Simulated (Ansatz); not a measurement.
For rhombohedral A7 Sb, LDA (Ansatz, an electronic-structure program, PAW) gives:

- lattice parameter a: 4.293 Å
- lattice parameter c: 10.954 Å
- cohesive energy: 3.65 eV/atom

### Question
What does HSE06 (plane waves, PAW; Ansatz) give for the same quantities?

### Answer

- lattice constant a: 4.314 Å (increases by 0.5 %)
- lattice parameter c: 11.596 Å (goes up by 5.9 %)
- cohesive energy: 2.50 eV/atom (shrinks by 1.15 eV/atom)

For comparison: lattice constant a 4.301 Å (measured, 78 K, not corrected to a static lattice; as tabulated in Schiferl, Barrett, J. Appl. Cryst. 2, 30 (1969), COD 9009654); lattice parameter c 11.232 Å (measured, 78 K, not corrected to a static lattice; as tabulated in Schiferl, Barrett, J. Appl. Cryst. 2, 30 (1969), COD 9009654); cohesive energy 2.75 eV/atom (measured, 0 K, copied from a table, unchecked, 0 K, 1 atm; zero-point vibration energy not added; as tabulated in Kittel's textbook).

Changes are worked out from the printed values.

Unless a cell is named, each level is at its own relaxed cell (LDA 29.13, HSE06 31.15 Å³/atom).

Levels without +SOC leave out spin–orbit coupling, which shifts energies and cells of such heavy elements.

Caveats: the cell comes from a level without a dispersion term, which matters for the spacing of layers, chains or molecules (LDA, HSE06). Ansatz's density-functional and Hartree–Fock values are scalar-relativistic unless marked +SOC, with PAW data made under PBE.
